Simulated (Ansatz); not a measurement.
**CH₂Si (triplet): the correlation ladder, cc-pVDZ**

How much of the correlation energy of CH₂Si (triplet) does each wave-function method recover here?

Program: Ansatz 0.2.0, Gaussian basis. Level of theory: cc-pVDZ, core rule «outside noble gas», up to 6 orbitals frozen. These are calculated values, not measurements.

To be run: UHF; CCSD(T) on ROHF; CCSD(T) on UHF; BCCD(T) on ROHF; CISD; CCSDT(Q) on ROHF; CCSDT(Q) on UHF; CASSCF and MRCISD+Q, 10 electrons in 10 orbitals; CASSCF and NEVPT2, 10 electrons in 10 orbitals.

15 further runs of the same task are left out: 7 that didn't finish, 8 set aside as unsound or not needed.

**1. What is computed**

The geometry is a PBE0/def2-TZVP stationary point (not a proven minimum) of the parent state, kept for this charge and spin.

4 atoms, charge 0, spin multiplicity 3.

Atoms are counted from 1 here; the program's logs count them from 0.

Bond lengths: Si1–C2 1.775 Å, Si1–H3 1.482 Å, Si1–H4 1.482 Å. Angles: C2–Si1–H3 120.9°, C2–Si1–H4 120.9°, H3–Si1–H4 118.2°.

Coordinates:

```xyz
4
CH2Si
Si    0.0000    0.0000    0.4697
C     0.0000    0.0000   -1.3049
H     0.0000    1.2713    1.2312
H     0.0000   -1.2713    1.2312
```

**2. UHF**

Input file in.yaml:

```yaml
crystal:
  periodic: [false, false, false]
  atoms:
    - {symbol: Si, position_ang: [0.000000, 0.000000, 0.469659]}
    - {symbol: C, position_ang: [0.000000, 0.000000, -1.304890]}
    - {symbol: H, position_ang: [0.000000, 1.271280, 1.231239]}
    - {symbol: H, position_ang: [0.000000, -1.271280, 1.231239]}
basis:
  gaussian: {orbitals: cc-pVDZ}
magnetization: {spin_polarized: true, initial_magnetization: 2}
hamiltonian: {xc: hf}
output: {orbitals: {seedname: orbitals}}
```

The run is started by

```console
ansatz run in.yaml --threads 1 --pin off --events-out ev --progress --plain --max-ram 2393MiB
```

Further steps of the session: CCSD(T) on ROHF; CCSD(T) on UHF; BCCD(T) on ROHF; CISD; CCSDT(Q) on ROHF; CCSDT(Q) on UHF; CASSCF and MRCISD+Q, 10 electrons in 10 orbitals; CASSCF and NEVPT2, 10 electrons in 10 orbitals.

Q: Predict the results of all the runs planned. Wanted: RCCSDT(Q) below the RHF energy; RMP2 from RCCSDT(Q); UMP2 from RCCSDT(Q); RCCSD from RCCSDT(Q); RCCSD(T) from RCCSDT(Q); UCCSD(T) from RCCSDT(Q); UCCSDT(Q) from RCCSDT(Q); NEVPT2 valence from RCCSDT(Q); MRCISD+Q valence from RCCSDT(Q).

As calculated:

| quantity | value |
| --- | --- |
| RCCSDT(Q) below the RHF energy | -6.3734 eV |
| RMP2 from RCCSDT(Q) | +1422.7 meV |
| UMP2 from RCCSDT(Q) | +1517.0 meV |
| RCCSD from RCCSDT(Q) | +325.4 meV |
| RCCSD(T) from RCCSDT(Q) | +73.8 meV |
| UCCSD(T) from RCCSDT(Q) | +102.4 meV |
| UCCSDT(Q) from RCCSDT(Q) | -2.0 meV |
| NEVPT2 valence from RCCSDT(Q) | +926.0 meV |
| MRCISD+Q valence from RCCSDT(Q) | +41.7 meV |
| levels within 1 kcal/mol (43 meV) | RCCSDT, UCCSDT, UCCSDT(Q), MRCISD+Q valence |
| T1 diagnostic | 0.051 |
| effectively unpaired electrons | 2.24 |

**Reading.** RCCSD(T) misses by +73.8 meV, 1.2 % of the correlation energy. CCSD(T) misses by +73.8 meV on the restricted determinant and by +102.4 meV on the unrestricted one; the two need not hold the same state or core. The occupations show some static correlation. Of the multireference levels listed MRCISD+Q valence comes nearest in total energy (+41.7 meV), which doesn't show that its space is the better one. Coupled cluster took another determinant than the lowest Hartree-Fock one. These misses are within one basis, not against nature; the frozen cores of restricted and unrestricted runs differ, which can shift their rows.
